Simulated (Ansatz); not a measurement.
A nudged elastic band was laid between two geometries of CH4AlF (7 atoms, charge 0, multiplicity 1).

Method: RHF/def2-SVP (Ansatz 0.2.0).

```yaml
movable_images: 5
climbing_image: yes
spring: 5.0 eV/Å²
optimiser: quadratic models (default)
start_path: through a guess of the saddle point
force_threshold: 0.05 eV/Å
iteration_limit: 60
end_points: relaxed
```

Initial state:

```xyz
7
Properties=species:S:1:pos:R:3
Al 0.183 0.001 0.174
H 0.273 -0.001 1.742
F 1.633 -0.001 -0.633
C -1.469 0.002 -0.865
H -2.057 -0.901 -0.668
H -2.106 0.851 -0.597
H -1.280 0.049 -1.940
```

Final state:

```xyz
7
Properties=species:S:1:pos:R:3
Al -1.031 0.924 0.812
H 1.976 -0.389 0.848
F 1.350 -0.526 0.210
C -1.681 0.123 -0.904
H -1.893 -0.949 -0.792
H -2.606 0.600 -1.253
H -0.939 0.218 -1.705
```

(1) What changes between the two ends?

(2) Give the energies along the band, and the barrier.

(3) What is the geometry of the highest image?

Answers

(1) Bonds broken: Al1–H2, Al1–F3. Bonds formed: H2–F3. CH4AlF becomes CH3Al + FH.

(2) The forces met the threshold. The highest image is number 3 of 0 to 6, 99.0 kcal/mol above the first end and 29.8 kcal/mol above the last; the last end lies 69.2 kcal/mol above the first. Neighbouring images differ by up to 2.6 eV, so the band resolves the path poorly. A vibrational analysis at the climbing image gives 2 clearly imaginary modes (1889i, 64i cm⁻¹): a point of higher order, so a lower path passes nearby. The orbitals stay closed-shell, which can raise the energy where a bond breaks towards radicals; this wasn't checked here.

```csv
image,path coordinate (Å),energy (kcal/mol),Al1–H2 (Å),Al1–F3 (Å),H2–F3 (Å)
0,0.00,0.0,1.57,1.66,2.74
1,0.63,4.0,1.57,1.66,2.54
2,1.26,38.0,1.57,1.68,1.92
3,1.89,99.0,1.72,1.88,1.21
4,2.52,73.6,2.35,2.39,0.91
5,3.15,69.5,3.04,2.80,0.90
6,3.78,69.2,3.28,2.85,0.90
```

(3) 
```xyz
7
Properties=species:S:1:pos:R:3
Al -0.305 0.166 0.562
H 1.305 0.068 1.150
F 1.442 -0.204 -0.018
C -1.621 0.022 -0.895
H -2.138 -0.944 -0.868
H -2.391 0.798 -0.853
H -1.116 0.096 -1.863
```

Run time: 32 s on 1 thread of Arm Neoverse V1, on a shared host, peak memory 0.11 GiB.
